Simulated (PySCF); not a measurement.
3-methyl-1-butene, C5H10.
Numbering: `[CH2:1]=[CH:2][CH:3]([CH3:4])[CH3:5]` (hydrogens: H6, H7 on C1; H8 on C2; H9 on C3; H10, H11, H12 on C4; H13, H14, H15 on C5)

Computed with PySCF at wB97X-D/pcSseg-2, non-relativistic, on one gas-phase PBE0-D3(BJ)/def2-TZVP geometry that isn't relaxed in the solvent. The solvent is an IEF-PCM continuum (Bondi radii, 1.10 Å for H, scaled by 1.2). Only the electrostatic response of the medium enters.

Gas phase at wB97X-D/pcSseg-2: HOMO -9.25 eV, LUMO 2.17 eV, dipole 0.38 D.

Task: What does the continuum do to the energy, the frontier levels and the dipole at wB97X-D/pcSseg-2 in chloroform?

Result: 
```json
{"solvent": "chloroform", "ε": "4.711", "E(solvent) − E(gas) (kcal/mol)": "-1.17", "polarisation term (kcal/mol)": "-1.24", "distortion of the solute (kcal/mol)": "0.07", "HOMO (eV)": "-9.26", "LUMO (eV)": "2.17", "dipole (D)": "0.50"}
```

The first energy column is the sum of the next two and covers electrostatics alone.

The values belong to the conformer `[CH2:1]=[CH:2][CH:3]([CH3:4])[CH3:5]`: C1–C2–C3–C4 -119°.

The pairwise dispersion term of wB97X-D wasn't added to the energies; at a given geometry it leaves orbitals and properties as they are.
